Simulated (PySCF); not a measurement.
Molfile (atoms numbered from 1):
```
H2O4S
     RDKit          3D

  7  6  0  0  0  0  0  0  0  0999 V2000
   -0.6372   -0.6372   -1.4187 O   0  0  0  0  0  0  0  0  0  0  0  0
   -0.2994   -0.3270   -0.0788 S   0  0  0  0  0  6  0  0  0  0  0  0
   -0.8666   -0.9705    1.0480 O   0  0  0  0  0  0  0  0  0  0  0  0
   -0.5156    1.2311    0.0686 O   0  0  0  0  0  0  0  0  0  0  0  0
    1.2653   -0.4638    0.0900 O   0  0  0  0  0  0  0  0  0  0  0  0
   -0.6010    1.4465    1.0075 H   0  0  0  0  0  0  0  0  0  0  0  0
    1.6866   -0.3080   -0.7666 H   0  0  0  0  0  0  0  0  0  0  0  0
  1  2  2  0
  2  3  2  0
  2  4  1  0
  2  5  1  0
  4  6  1  0
  5  7  1  0
M  END
```

All values are calculated (PySCF 2.14): structure optimised with PBE0-D3(BJ)/def2-TZVP, shielding tensors at PBE0/pcSseg-2 (GIAO). A single conformation, no solvent model, rapidly exchanging positions averaged, relativity neglected.

Scale: TMS for ¹H (31.52 ppm); ¹⁷O (329.54 ppm) vs H2O; ³³S (512.98 ppm) vs CS2 (reference shieldings calculated alike).

| atoms | nucleus | count | Hirshfeld charge | δ (ppm) |
| --- | --- | --- | --- | --- |
| S2 | ³³S | 1 | 0.57 | 330 |
| O4/O5 | ¹⁷O | 2 | -0.19 | ? |
| H6/H7 | ¹H | 2 | 0.20 | 5.25 |
| O1/O3 | ¹⁷O | 2 | -0.29 | ? |

**Question.** Estimate the values marked ?.

**Answer.** 
- O1/O3: 206.5 ppm, S=O oxygen
- O4/O5: 192.8 ppm, oxygen bonded to S, H

OH/NH shifts are gas-phase values; hydrogen bonding in solution moves them, usually downfield. Experimental scales use liquid or dissolved standards, which lie at an offset from isolated H2O (liquid H2O: subtract about 36 ppm).
